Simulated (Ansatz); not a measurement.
# AlNH3 (quartet): the correlation ladder at distance Al1–H4 along a hydrogen transfer = 2.132 Å, cc-pVDZ

One table from this session's results is given with a row withheld; the runs are named, their logs left out.

The runs use Ansatz 0.2.0, Gaussian basis; cc-pVDZ, core rule «outside noble gas», up to 6 orbitals frozen.

The runs, in order: UHF; CCSD(T) on ROHF; CCSD(T) on UHF; BCCD(T) on ROHF; CISD; CCSDT(Q) on ROHF; CCSDT(Q) on UHF; CASSCF and MRCISD+Q, 5 electrons in 5 orbitals; CASSCF and NEVPT2, 5 electrons in 5 orbitals.

13 further runs of the same task are left out: 9 for a known fault of the program, 4 that didn't finish.

**The geometry**

The geometry derives from fragments relaxed apart (PBE0/def2-TZVP) and kept rigid, so it is no stationary point. A hydrogen atom is moved between rigid fragments.

5 atoms, charge 0, spin multiplicity 4.

Atoms are counted from 1 here; the program's logs count them from 0.

Bond lengths: Al1–H2 1.586 Å, Al1–H3 1.586 Å, H4–N5 1.259 Å. Angles: H2–Al1–H3 120.0°.

Set-up of the first run:

in.yaml reads:

```yaml
crystal:
  periodic: [false, false, false]
  atoms:
    - {symbol: Al, position_ang: [-1.091683, 0.000000, 0.000000]}
    - {symbol: H, position_ang: [-1.884607, 1.373384, 0.000000]}
    - {symbol: H, position_ang: [-1.884607, -1.373384, 0.000000]}
    - {symbol: H, position_ang: [1.040317, 0.000000, 0.000000]}
    - {symbol: N, position_ang: [2.299317, 0.000000, 0.000000]}
basis:
  gaussian: {orbitals: cc-pVDZ}
magnetization: {spin_polarized: true, initial_magnetization: 3}
hamiltonian: {xc: hf}
output: {orbitals: {seedname: orbitals}}
```

On the command line:

```console
> ansatz run in.yaml --threads 1 --pin off --events-out ev --progress --plain --max-ram 2393MiB
```

Among the steps run: UHF; CCSD(T) on ROHF; CCSD(T) on UHF; BCCD(T) on ROHF; CISD; CCSDT(Q) on ROHF; CCSDT(Q) on UHF; CASSCF and MRCISD+Q, 5 electrons in 5 orbitals; CASSCF and NEVPT2, 5 electrons in 5 orbitals.

One of the session's tables, all rows but one given; the rest of the session is left out.

```
       method  from UCCSDT(Q) (meV)
         ROHF               +6196.9
          UHF               +5760.1
         RMP2               +1246.1
         UMP2               +1284.9
         CISD                +545.0
        RCCSD                +140.0
        UCCSD                +131.1
     RCCSD(T)                 +33.5
     UCCSD(T)                 +32.6
      BCCD(T)                 +33.6
       RCCSDT                  +7.8
       UCCSDT                  +5.8
    RCCSDT(Q)                  +1.6
    UCCSDT(Q)                     0
  CASSCF pair               +5254.8
  NEVPT2 pair               +1129.2
  MRCISD pair                +424.3
MRCISD+Q pair                     ?
```

**Question.** Estimate the row for MRCISD+Q pair.

The run gave: from UCCSDT(Q) (meV): +21.8. In the column «from UCCSDT(Q) (meV)» it lies between RCCSDT (+7.8) and UCCSD(T) (+32.6).

Limits of these values: Restricted and unrestricted rows rest on different reference determinants; where their highest levels disagree by more than a few hundredths of an eV, they describe different states and don't form one ladder.
